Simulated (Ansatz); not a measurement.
System (SMILES): O=[O+][O-].
Atoms: O1, O2, O3. Bonds: O1-O2, O2-O3.

Basis-set convergence of the harmonic zero-point energy at PBE with Ansatz (a first-principles code). Each level at its own minimum, finite differences of forces, unscaled; the reference is a large set that could be run, not a limit. All functions are spherical. No added dispersion term, no relativity. Reference: the value in def2-QZVPP, 4.24 kcal/mol, itself unsure by roughly 0.02 kcal/mol (its mean distance from cc-pVQZ, aug-pcseg-2, aug-cc-pVTZ). Deviations are taken from unrounded values.

| basis | functions |
|---|---|
| pcseg-0 | 27 |
| cc-pVDZ | 42 |
| def2-SVP | 42 |
| pcseg-1 | 42 |
| cc-pVTZ | 90 |
| pcseg-2 | 90 |
| def2-TZVPP | 93 |
| cc-pVQZ | 165 |
| def2-QZVPP | 171 |

### Question
Which is the smallest set listed that can be trusted to 0.2 kcal/mol here, that is, within that of the reference together with its larger relatives (same family, alike in diffuse functions; a set with none to test it counts only in the reference's own line)?

### Answer
The smallest set listed that lies within 0.2 kcal/mol of the reference with all its larger relatives (same family, alike in diffuse functions; a set with none counts only in the reference's own line) is cc-pVDZ (42 functions, -0.03 kcal/mol off), level with def2-SVP, level with pcseg-1. Value minus reference: pcseg-0 -0.93, cc-pVDZ -0.03, def2-SVP 0.11, pcseg-1 -0.08, cc-pVTZ -0.03, pcseg-2 -0.01, def2-TZVPP 0.00, cc-pVQZ 0.01, def2-QZVPP 0.00 kcal/mol.
